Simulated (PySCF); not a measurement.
XPS shifts beside NMR shieldings

Compound: C₄H₇S (charge -1).
Atom-mapped SMILES: `[CH3:1]/[CH:2]=[CH:3]/[CH2:4][S-:5]`

Binding energies: delta-SCF UKS SCAN, pcX-2 on the ionised atom, pcseg-1 elsewhere, spin-free X2C in PySCF 2.14.0. Shieldings: GIAO PBE0/pcSseg-1, non-relativistic, same geometry.

```json
{"atom": "C1", "C 1s (eV)": "287.14"}
{"atom": "C2", "C 1s (eV)": "285.39"}
{"atom": "C3", "C 1s (eV)": "285.49"}
{"atom": "C4", "C 1s (eV)": "285.80"}
```

Question: What are the absolute isotropic shieldings of these atoms?

Answer: 
```
atom                 environment  C 1s (eV)  isotropic shielding (ppm)
  C2            alkene CH carbon     285.39                       81.3
  C3            alkene CH carbon     285.49                       30.0
  C4  sp3 carbon bound to sulfur     285.80                      141.8
  C1              allylic carbon     287.14                      162.5
```

Question: Among the listed atoms, is the one with the highest binding energy also the least shielded?

Answer: No. The highest binding energy is at C1 (287.14 eV, shielding 162.5 ppm), the lowest shielding at C3 (30.0 ppm, 285.49 eV).

By binding energy: C2 < C3 < C4 < C1. By shielding: C3 < C2 < C4 < C1.

Spin contamination (⟨S²⟩ against 0.75 for a pure doublet) is marked for C 1s of C3 (0.95), which makes this value less certain. The species carries charge -1, so core ionisation leaves a neutral species. The basis sets have no added diffuse functions. One conformer (not necessarily the lowest) at the PBE0-D3(BJ)/def2-SVP geometry, without solvent, vibrations or thermal averaging. The geometry's basis has no diffuse functions, a weakness for an anion.

Conformer computed: `[CH3:1]/[CH:2]=[CH:3]/[CH2:4][S-:5]`: C2–C3–C4–S5 -118°.
